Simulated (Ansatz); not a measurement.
in.yaml

```yaml
crystal:
  periodic: [false, false, false]
  atoms:
    - {symbol: In, position_ang: [0.000000, 0.000000, 0.000000]}
    - {symbol: O, position_ang: [0.000000, 0.000000, -1.862345]}
    - {symbol: O, position_ang: [0.000000, 0.000000, 1.862345]}
basis:
  gaussian: {orbitals: def2-SVPD}
total_charge: 1
magnetization: {spin_polarized: false}
hamiltonian: {xc: hf}
output: {forces: true, orbitals: {seedname: orbitals}}
```

```sh
$ ansatz run in.yaml --threads 1 --pin off --events-out ev --progress --plain --max-ram 2393MiB
```

Question: Roughly how long does this take on 1 thread of Arm Neoverse V2, shared host, and how much host memory?

Answer: 3.5 s wall and 0.24 GiB.

```
868 factors; integrals over basis functions are off by at most 2.4e-4 eV
mean field evaluation 1: about -9194.9545 eV, gradient 5.4e1 eV
mean field evaluation 2: about -9195.0918 eV, gradient 5.4e1 eV
mean field evaluation 4: about -9201.6722 eV, gradient 2.6e0 eV
mean field evaluation 8: about -9201.7821 eV, gradient 3.4e-1 eV
mean field evaluation 16: about -9201.8238 eV, gradient 1.8e0 eV
mean field evaluation 32: about -9201.7764 eV, gradient 1.6e0 eV
mean field evaluation 64: about -9201.4983 eV, gradient 2.4e-1 eV
mean field evaluation 96: about -9201.5914 eV, gradient 1.7e0 eV
mean field evaluation 128: about -9201.3314 eV, gradient 2.9e0 eV
mean field evaluation 160: about -9201.7821 eV, gradient 4.9e-1 eV
mean field evaluation 192: about -9201.3306 eV, gradient 3.9e0 eV
mean field evaluation 224: about -9201.7838 eV, gradient 9.7e-5 eV
mean field -9201.96916009 eV, -338.1661293146 hartree, gradient 1.6e-5 eV, S^2 0.000000; 6 other end points of the search recorded, 0 dependent functions left out
the calculation of the forces begins
reference -9201.96916009 eV, -338.1661293146 hartree; 18, 18 occupied and 60, 60 virtual orbitals, 868 factors
WARN: the results are in doubt because the forces break the atoms' symmetry
Total energy: -9201.96916009 eV, -338.1661293146 hartree
Atom 0 at     0.000000     0.000000     0.000000 Å, force     0.327929    -0.000000     0.000000 eV/Å
Atom 1 at     0.000000     0.000000    -1.862345 Å, force    -0.163964     0.000000    -2.703378 eV/Å
Atom 2 at     0.000000     0.000000     1.862345 Å, force    -0.163964    -0.000000     2.703378 eV/Å
Dipole moment:     0.345316     0.000000     0.000000 e Å
In doubt: the forces break the atoms' symmetry
```
